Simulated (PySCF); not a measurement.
This PySCF input (HF/def2-TZVPP) gives -342.48382 Eh with 84 basis functions.

```python
import numpy as np, basis_set_exchange as bse
from pyscf import gto, scf, dft, df

basis = {'H': gto.basis.parse(bse.get_basis('def2-TZVPP', elements=['H'], fmt='nwchem')), 'P': gto.basis.parse(bse.get_basis('def2-TZVPP', elements=['P'], fmt='nwchem'))}
mol = gto.M(
    atom='''
    P     0.00293147    0.00160888    0.12817703
    H    -0.00384980    1.18388197   -0.65609339
    H     1.01199153   -0.61366513   -0.65676338
    H    -1.05211382   -0.59435001   -0.60979871
    ''',
    basis=basis,
    charge=0,
    verbose=4,
    max_memory=2160,
)
mf = scf.RHF(mol)
mf = mf.density_fit(auxbasis=df.autoaux(mol))
mf.conv_tol = 1e-9
mf.max_cycle = 100
print('smallest overlap eigenvalue', np.linalg.eigvalsh(mol.intor('int1e_ovlp'))[0])
mf.kernel()
dip = mf.dip_moment()
```

Change:
```diff
- basis = {'H': gto.basis.parse(bse.get_basis('def2-TZVPP', elements=['H'], fmt='nwchem')), 'P': gto.basis.parse(bse.get_basis('def2-TZVPP', elements=['P'], fmt='nwchem'))}
+ basis = {'H': gto.basis.parse(bse.get_basis('cc-pV(Q+d)Z', elements=['H'], fmt='nwchem')), 'P': gto.basis.parse(bse.get_basis('cc-pV(Q+d)Z', elements=['P'], fmt='nwchem'))}
```

### Question
What does the run give now?

### Answer
-342.49365 Eh (HF/cc-pV(Q+d)Z, 154 functions), a change of -9.83 mEh.
